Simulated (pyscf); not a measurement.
Structures and frequencies: ωB97X-D3(BJ)/def2-SVP in PySCF. MP2 and CC: frozen core, UHF for open shells. ΔMP2 is the change of the MP2 total energy from the triple- to the quadruple-zeta basis.

Question: F–BH–F (SMILES FBF) + H₂C=CH₂ (SMILES C=C) → H₃C–CH₂–B(F)–F (SMILES CCB(F)F)
Surface: singlet. Broken: B–H. Formed: B–C, C–H. Give ΔE‡ and ΔE from CCSD(T)/def2-TZVPP + ΔMP2(QZVPP), relative to the separated reactants.

Answer: ΔE‡ = 26.3 kcal/mol, ΔE = -35.8 kcal/mol. Zero-point energy shifts the barrier by +2.1 kcal/mol. It is an addition across a multiple bond or ene-type step, with an imaginary mode of 724i cm⁻¹. At the saddle there is also a short B–C contact that neither side keeps. This is the saddle that the search found; another between the same sides may lie lower. The CCSD(T) − MP2 part came from Ansatz, without density fitting, on the same reference.
